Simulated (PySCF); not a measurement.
**How well do the runs reproduce experiment for dimethylphosphine?**

**What was measured.**

NIST CCCBDB Release 22 (SRD 101), experimental dipoles lists, for the gas: dipole moment 1.23 D.

The runs below try to reproduce these values; the comparison stands at the end.

Species: dimethylphosphine, C2H7P.
Numbering: `[CH3:1][PH:2][CH3:3]` (hydrogens: H4, H5, H6 on C1; H7 on P2; H8, H9, H10 on C3)

Cartesian coordinates in Å at the PBE0-D3(BJ)/def2-SVP level; atoms count from 1:
```
atom  x, y, z in Å
C1     1.367    0.208   -0.132
P2     0.195   -0.399    1.171
C3    -1.411    0.190    0.457
H4     2.364   -0.223    0.043
H5     1.459    1.302   -0.044
H6     1.046   -0.037   -1.156
H7     0.106   -1.749    0.708
H8    -2.247   -0.252    1.020
H9    -1.531   -0.056   -0.610
H10   -1.474    1.283    0.575
```

The PySCF runs (gas phase, on this PBE0-D3(BJ)/def2-SVP geometry; no spin–orbit coupling):

| level | job | basis functions | wall time |
| --- | --- | --- | --- |
| PBE0-D3(BJ)/def2-SVP, grid level 1 | geometry optimisation from a GFN2-xTB start | 81 | 5.4 s |
| B3LYP/def2-SVPD | 10 singlets by full TDDFT, 4 Tamm–Dancoff triplets, polarisability, ΔSCF ions | 120 | 8.1 s |
| HF/def2-SVPD | 10 singlets by TDHF, 4 Tamm–Dancoff triplets, polarisability, ΔSCF ions | 120 | 2.0 s |
| LDA/def2-SVPD | 10 singlets by full TDDFT, 4 Tamm–Dancoff triplets, polarisability, ΔSCF ions | 120 | 6.3 s |
| PBE/def2-SVPD | 10 singlets by full TDDFT, 4 Tamm–Dancoff triplets, polarisability, ΔSCF ions | 120 | 9.4 s |
| PBE0/def2-SVPD | 10 singlets by full TDDFT, 4 Tamm–Dancoff triplets, polarisability, ΔSCF ions | 120 | 8.2 s |
| B3LYP/6-31G* | spin–spin couplings from 10 perturbed nuclei, spin–dipole term for 1 of them | 60 | 2.3 s |
| B3LYP/aug-cc-pVTZ-J | spin–spin couplings from 10 perturbed nuclei, spin–dipole term for 1 of them | 300 | 18 s |
| B3LYP/cc-pVTZ | spin–spin couplings from 10 perturbed nuclei, spin–dipole term for 1 of them | 192 | 8.9 s |
| B3LYP/def2-TZVP | spin–spin couplings from 10 perturbed nuclei, spin–dipole term for 1 of them | 141 | 6.0 s |

Hardware: an x86-64 server with one thread, on a shared host.

All basis functions are spherical.

**Comparison with experiment**

**Dipole moment.** Measured: 1.23 D (NIST CCCBDB Release 22 (SRD 101), experimental dipoles).

```tsv
level	computed (D)	computed − measured (D)	% (from the printed values)
PBE0-D3(BJ)/def2-SVP	1.30	+0.07	+6
B3LYP/def2-SVPD	1.24	+0.01	+1
HF/def2-SVPD	1.36	+0.13	+11
LDA/def2-SVPD	1.33	+0.10	+8
PBE/def2-SVPD	1.29	+0.06	+5
PBE0/def2-SVPD	1.32	+0.09	+7
B3LYP/6-31G*	1.40	+0.17	+14
B3LYP/aug-cc-pVTZ-J	1.24	+0.01	+1
B3LYP/cc-pVTZ	1.21	-0.02	-2
B3LYP/def2-TZVP	1.23	0.00	0
```

Closest is B3LYP/def2-TZVP (0.00 D), furthest B3LYP/6-31G* (+0.17 D); one molecule doesn't rank methods. The computed dipoles belong to one fixed geometry; measured ones are averaged over vibrations unless marked μe. Magnitudes are compared, not signs.

No measured geometry was used, and the causes of the misses weren't examined.
